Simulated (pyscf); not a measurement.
PySCF, gas phase, ωB97X-D3(BJ)/def2-SVP geometries.

**Question.** Estimate the classical barrier height and the reaction energy of `[SiH3][N]([SiH3])[SiH3]` -> `[SiH4]` + `[SiH2]=[N][SiH3]` at ωB97X-D3(BJ)/def2-TZVP. The step runs on the singlet surface, breaks N–Si, H–Si and forms H–Si; take the reactant's lowest minimum found as zero.

**Answer.** ΔE‡ = 63.7 kcal/mol, ΔE = +66.2 kcal/mol. ωB97M-D3(BJ)/def2-TZVP gives 61.2 kcal/mol and +60.2 kcal/mol. Zero-point energy shifts the barrier by -1.0 kcal/mol. It is an elimination, with an imaginary mode of 242i cm⁻¹. On the product side the descent ends in a complex, 5.0 kcal/mol under the separated species and 2.5 kcal/mol under the saddle at ωB97X-D3(BJ)/def2-TZVP. At ωB97X-D3(BJ) the saddle lies under the separated products, which points to a path from their complex (located at ωB97X-D3(BJ) alone), and parting the products costs more than the saddle. At the saddle there is also a short Si–Si contact that neither side keeps. H₂Si=N–SiH₃ lies 10.1 kcal/mol over its isomer :HSi–NH–SiH₃ [singlet] (electronic energy, ωB97M-D3(BJ)/def2-TZVP). One saddle was located; it need not be the lowest between these sides.
